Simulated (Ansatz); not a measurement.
Take SiC in the zinc blende structure (space group F-43m, No. 216; a = 4.329 Å) as the base.

Method: LDA, PAW, 420 eV (Ansatz, an electronic-structure program; spin-orbit coupling left out).

```json
[
 {"level": "LDA", "band gap": "1.30 eV", "lattice parameter a": "4.329 Å"}
]
```

Measured: band gap 2.53 eV (static lattice; corrected from measurement; as listed in Wei Chen et al., Physical Review Materials (2018)); lattice parameter a 4.346 Å (static lattice; corrected from measurement; as listed in Daniel Mejia-Rodriguez, S. B. Trickey, Phys. Rev. B (2018)).

Computed minus measured — band gap: LDA -1.23 eV; lattice parameter a: LDA -0.4 %. A measured gap can be an optical one, lowered by exciton binding.

Stability against distortions was not tested.
